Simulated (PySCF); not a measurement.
Atoms are numbered as in `[CH3:1][CH2:2][CH2:3][C:4]([CH3:5])=[O:6]`; H(Xn) means a hydrogen on atom n.

- NMR shieldings at PBE0/pcSseg-1/GIAO
- geometry from GFN2-xTB
- program: PySCF 2.14.0 with density-fitted response routines
- non-relativistic Hamiltonian, no solvent, single conformer, equivalent nuclei averaged

Referencing at the same level of theory: ¹³C (186.93 ppm) against TMS.

**Question.** Do the ¹³C shifts follow the atomic charges (in e)? Tabulate both.

**Answer.** 
```
atoms  hybridisation  δ (ppm)  σ para (ppm)  Hirshfeld    IAO  Mulliken  ESP-fitted
   C4            sp2    211.4          -274      +0.18  +0.40     +0.14       +0.77
   C3            sp3     48.9          -118      -0.08  -0.31     -0.28       -0.37
   C5            sp3     32.2           -97      -0.13  -0.48     -0.25       -0.65
   C2            sp3     21.0           -81      -0.07  -0.24     -0.27       +0.32
   C1            sp3     15.7           -75      -0.12  -0.42     -0.25       -0.44
```

Correlation coefficients of δ with charge over these carbons: Hirshfeld +0.98, IAO +0.96, Mulliken +0.98, ESP-fitted +0.75; with the paramagnetic shielding -1.00. Among the 4 sp3 carbons alone: Hirshfeld +0.30, IAO +0.08, Mulliken -0.59, ESP-fitted -0.31. With so few points, grouped by hybridisation, these coefficients are fragile. Charge is one influence among several: hybridisation and low-lying excitations act through the paramagnetic term.

Shifts are as computed. Against solution values, carbons near 30 ppm lie about +3 ppm off and those near 130 ppm about +5 ppm. Of 1211 compounds with measured shifts, 218 miss one by over three times the rms of a fit or turn the order of signals round; such compounds aren't used in these exercises.
